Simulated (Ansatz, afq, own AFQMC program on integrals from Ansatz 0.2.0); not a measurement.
Two steps: Ansatz 0.2.0 writes the Fock matrix and Cholesky factors of the valence space, and afq projects on them the lowest state that overlaps trial and start.

```yaml
crystal:
  periodic: [false, false, false]
  atoms:
    - {symbol: Ga, position_ang: [0.000000, 0.000000, 0.875817]}
    - {symbol: S, position_ang: [0.000000, -1.103656, -0.990009]}
    - {symbol: S, position_ang: [0.000000, 1.103656, -0.990009]}
    - {symbol: H, position_ang: [0.000000, 0.000000, 2.405556]}
basis:
  gaussian: {orbitals: cc-pVDZ}
magnetization: {spin_polarized: false}
correlation: {method: ccsd_t, electrons: outside_noble_gas, hamiltonian_folder: ham}
```

```sh
$ ansatz run in.yaml --threads 1 --pin off --events-out ev --progress --plain --max-ram 1843MiB
```

afq runs on the folder ham with

```
--method free --trial cisd --walkers 60 --time-step 0.03 --max-blocks 80 --target-error 0.00048 --factor-cut 1e-05 --seed 8487 --times 0,0.21,0.42,0.81,1.2,1.8,2.4,3 --taylor-order 8
```

Times are imaginary, in 1/Eh. The walk had a cap of 1104 s. Filled inner d shells are frozen with the cores.

Log:

```
orbitals 44  electrons 8 8  factors 367 of 752
reference energy -2718.88238191 Eh
CCSD correlation -0.34421736 Eh in 12 cycles, weight of the determinant in the CISD state 0.8301
repeat  energy at the last time / Eh  error
    10  -2719.242580  0.004407
    20  -2719.241306  0.002763
    30  -2719.241952  0.001982
    40  -2719.241283  0.001610
    50  -2719.241744  0.001376
    60  -2719.242535  0.001324
    70  -2719.242046  0.001178
    80  -2719.242391  0.001134
time / (1/Eh)  energy / Eh  error  mean overlap
  0.00  -2719.227461  0.000580  1.2054
  0.21  -2719.233182  0.000532  1.2036
  0.42  -2719.236063  0.000480  1.2117
  0.81  -2719.239235  0.000585  1.2121
  1.20  -2719.240280  0.000523  1.2204
  1.80  -2719.240052  0.000681  1.2437
  2.40  -2719.241069  0.000889  1.2305
  3.00  -2719.242391  0.001134  1.2163
energy -2719.242391 +/- 0.001134 Eh
```

The run passed its tests (error under three times the target), which doesn't prove that it has relaxed.

Against this walk (error 30.8 meV) on the same determinant: CCSD(T) 78.7 meV higher. The error is statistical, and a free projection of finite length keeps a remainder of its start. None of these is a sure reference here. The projection is still falling at its last time (meV from the last point: 86 ± 16 at 0.81, 57 ± 14 at 1.20, 64 ± 19 at 1.80, 36 ± 24 at 2.40, 0 ± 31 at 3.00), so its energy is a cut-off value, and the gaps above aren't errors of the other methods.

Cautions: remainder of the start not in the error; error above the target (30.8 against 13.1 meV); no relativity below Rb; no spin-orbit coupling; inner d shell frozen.

The walk took 6.6 min on 1 thread of Arm Neoverse V1 (shared host). The log's last line is the free-projection energy.

A walk keeps the symmetry of its determinant, which the program's search chose and which needn't be the lowest solution, so a lower state of the same spin and another symmetry isn't excluded.
